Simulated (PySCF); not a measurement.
Consider hydrazine, `NN` (H4N2). Coordinates in Å; atoms count from 1 in this order:
```
N     0.5414   -0.4277    0.2472
N    -0.5395    0.4630    0.1778
H     0.2037   -1.3343    0.5607
H     1.0110   -0.5683   -0.6485
H    -0.2022    1.4071    0.3488
H    -1.0083    0.4643   -0.7293
```

Computed at ωB97X-D3(BJ)/ma-def2-TZVP // PBE0-D3(BJ)/def2-SVP with PySCF (density fitting, grid level 2). The prefix ma- adds one diffuse s and one diffuse p function on all atoms but H. ωB97X-D3(BJ) is ωB97X-V with D3(BJ) in place of VV10. Thermal corrections: PBE0-D3(BJ)/def2-SVP frequencies, unscaled, ideal gas at 298.15 K and 1 bar, quasi-RRHO entropy.

(1) What are the vertical and the adiabatic ionisation energy for forming the radical cation?

(2) Where does the unpaired spin of the relaxed radical cation sit?

(3) What oxidation potential follows in DMF (IEF-PCM), given that Fc+/Fc comes at 4.54 V absolute with this functional and basis?

(4) How far is −ε(HOMO) from the vertical value by ΔSCF?

Results:

(1) 10.11 eV vertical and 7.90 eV adiabatic, the latter with zero-point energy.

(2) N2 (amine nitrogen) 0.53, N1 (amine nitrogen) 0.53 (intrinsic atomic orbital populations).

(3) In the gas phase ΔG of oxidation is 7.885 eV, and solvation is -29.8 kJ/mol for the parent and -311.4 kJ/mol for the product, so the absolute potential is 4.97 V, or 0.42 V against Fc+/Fc. Fc+/Fc in DMF, 4.54 V, is ωB97X-D3(BJ)/ma-def2-TZVP on PBE0-D3(BJ)/def2-SVP structures with GFN2-xTB thermal terms. Benchmark calculations put it near 5.0 V in acetonitrile and DMSO, so it is about 0.5 V low, and the value against it can read up to that much too high. The solvent is electrostatics only, on gas-phase structures; the absolute scale refers to an electron at rest in vacuum.

(4) −ε(HOMO) = 9.82 eV, which is 0.28 eV below the ΔSCF value.

Differences come from unrounded values, so a last digit can differ from that of the printed terms.
